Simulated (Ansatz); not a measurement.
MgSe (rock salt): values from a third-order Birch-Murnaghan fit to a volume scan beside measured ones. Computed values: r2SCAN (plane waves to 500 eV, PAW, scalar-relativistic; Ansatz, a first-principles code). MgSe was relaxed with its symmetry unable to fall.

```
quantity                reference                                    kind
----------------------  ---------  --------------------------------------
Lattice constant a (Å)       5.46  measured, room temperature or unstated
```

References as given in: M J Lucero, T M Henderson, G E Scuseria, Journal of Physics Condensed Matter (2012), arXiv:1111.4515. Values not taken to low temperature hold thermal and zero-point shifts that a static calculation lacks, so small differences there are no errors of the method.

Q: What does r2SCAN give, and how far is that from the reference?

A: 
| quantity | r2SCAN | difference |
|---|---|---|
| Lattice constant a (Å) | 5.472 | +0.2 % |



(Under strain, the slope of the energy per volume gives the stress and its curvature an elastic modulus.)
